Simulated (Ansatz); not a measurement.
# C3H4 (singlet): from Hartree-Fock to the top rungs, cc-pVTZ

The task here is to estimate one member of a computed series from the others.

The runs use Ansatz 0.2.0, Gaussian basis; cc-pVTZ, core rule «outside noble gas», up to 3 orbitals frozen.

Plan: UHF; CCSD(T) on RHF; CCSDT(Q) on RHF.

2 further runs of the same task are left out: 2 set aside as unsound or not needed.

### The system

The geometry is an MP2(full)/6-31G* stationary point (not a proven minimum).

7 atoms, charge 0, spin multiplicity 1.

Atoms are counted from 1 here; the program's logs count them from 0.

Bond lengths: C1–C2 1.311 Å, C1–C3 1.311 Å, C2–H4 1.086 Å, C2–H5 1.086 Å, C3–H6 1.086 Å, C3–H7 1.086 Å. Angles: C2–C1–C3 180.0°, C1–C2–H4 121.4°, C1–C2–H5 121.4°, H4–C2–H5 117.2°, C1–C3–H6 121.4°, C1–C3–H7 121.4°, H6–C3–H7 117.2°.

Set-up of the first run:

File in.yaml:

```yaml
crystal:
  periodic: [false, false, false]
  atoms:
    - {symbol: C, position_ang: [0.000000, 0.000000, 0.000000]}
    - {symbol: C, position_ang: [0.000000, 0.000000, 1.311190]}
    - {symbol: C, position_ang: [0.000000, 0.000000, -1.311190]}
    - {symbol: H, position_ang: [0.000000, 0.926778, 1.876642]}
    - {symbol: H, position_ang: [0.000000, -0.926778, 1.876642]}
    - {symbol: H, position_ang: [0.926778, 0.000000, -1.876642]}
    - {symbol: H, position_ang: [-0.926778, 0.000000, -1.876642]}
basis:
  gaussian: {orbitals: cc-pVTZ}
magnetization: {spin_polarized: true, initial_magnetization: 0}
hamiltonian: {xc: hf}
output: {orbitals: {seedname: orbitals}}
```

Run with:

```sh
> ansatz run in.yaml --threads 1 --pin off --events-out ev --progress --plain --max-ram 3956MiB --backend cpu
```

Among the steps run: UHF; CCSD(T) on RHF; CCSDT(Q) on RHF.

One of the session's tables, all rows but one given; the rest of the session is left out.

```
   method  from RCCSDT(Q) (meV)
      RHF              +14435.6
     RMP2               +1439.4
    RCCSD                     ?
 RCCSD(T)                 +49.8
   RCCSDT                 +38.8
RCCSDT(Q)                     0
```

Q: Estimate the row for RCCSD from the others.

As computed: from RCCSDT(Q) (meV): +710.6. In the column «from RCCSDT(Q) (meV)» it lies between RCCSD(T) (+49.8) and RMP2 (+1439.4).

With the free atoms at the same levels and basis (separate runs), the atomisation energy is 29.725 eV at RCCSDT(Q), 29.716 eV at RCCSD(T), 22.611 eV at RHF.
